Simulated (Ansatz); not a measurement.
A made-up structure of C$_{2}$HO (charge +1), singlet:

C1  (1.041, -0.375, 0.532)
C2  (-0.251, -0.898, 0.258)
O3  (-0.067, 0.284, -0.136)
H4  (-0.649, 0.910, -0.595)
(Å)

It is relaxed with PBE-D4/def2-SVP and then PBE0-D4/def2-TZVP (Ansatz 0.2.0). Atoms count as bonded within 1.22 times the sum of their covalent radii (H–H: 0.88 Å). The end point is not checked to be a true minimum.

(1) Does its bonding change? (A judgement: the text doesn't fix the answer.)

Results:

(1) The calculation gives: No: no bond forms or breaks.

Where it ends: The first stage lowers the energy by 0.71 eV in 5 steps. It ends as C₂HO ([C]1[C][OH]1), total charge +1:
C1  (1.032, -0.245, 0.478)
C2  (-0.294, -1.072, 0.310)
O3  (-0.118, 0.229, -0.133)
H4  (-0.546, 1.008, -0.596)
(Å)

Labels in which every atom is bracketed show which atoms are joined, not bond orders.

For scale, one of the runs: PBE0-D4/def2-TZVP relaxation, 99 basis functions, launched by `ansatz run in.yaml --threads 2 --pin off --events-out ev --progress --plain --max-ram 4352MiB`. The run took about 4 s on 2 CPU threads of an Arm Neoverse V1 (shared host).
